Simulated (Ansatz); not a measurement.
Relaxed structures of CH$_{4}$BF, closed shell (PBE0-D4/def2-TZVP; forces vanish, vibrations not checked; lower isomers may exist, and structures with a doubtful reference or unclear bonds are left out; Å). Computed with Ansatz 0.2.0 (basis: def2-TZVPP); correlated methods freeze the cores.

Task: Rank them by CCSD(T) energy, lowest first, and give each one's height above the lowest. Links in brackets join atoms within 1.22 times the sum of their covalent radii (1.1 for two metals). (An estimate is asked for; the value comes from the calculation.)
A.
CH₄BF ([CH3][BH][F])
```
7
angstrom
B -0.5039 -0.9141 0.2791
C 0.8489 -0.1515 0.2914
F -1.1222 -1.2091 1.4149
H -1.0538 -1.2718 -0.7279
H 1.6128 -0.7493 -0.2192
H 1.2061 0.1028 1.2904
H 0.7611 0.7662 -0.3013
```
B.
CH₄BF ([CH2][B]1([F])[H][H]1)
```
7
angstrom
B 0.3076 -0.3913 0.3335
C -0.7651 0.0336 -0.4885
F 0.7811 -1.4386 1.0111
H -1.6040 -0.5874 -0.7835
H -0.7873 1.0471 -0.8731
H 0.8928 0.7790 0.8026
H 1.3276 0.5249 0.1050
```
C.
CH₄BF ([BH2][CH2][F])
```
7
angstrom
B -0.7396 0.1272 -0.5076
C 0.5267 -0.0750 0.3556
F 0.6858 -1.3331 0.9143
H -1.5353 -0.7439 -0.6850
H -0.8974 1.2061 -1.0002
H 0.5385 0.6678 1.1691
H 1.4212 0.1509 -0.2463
```

Result: By the calculation: A (0.0 kJ/mol), C (255.6 kJ/mol), B (268.0 kJ/mol). Heights count from the lowest.

T1 diagnostic: at most 0.013. The restricted Hartree–Fock reference is unstable towards an unrestricted one at one or more of these structures.

For scale, one of the runs: CCSD(T)/def2-TZVPP, 149 basis functions, launched by `ansatz run in.yaml --threads 2 --pin off --events-out ev --progress --plain --max-ram 4352MiB`. Hardware: 2 CPU threads of an Intel Xeon Platinum 8259CL, shared host. Wall time 20 s; peak host memory 1 GiB.
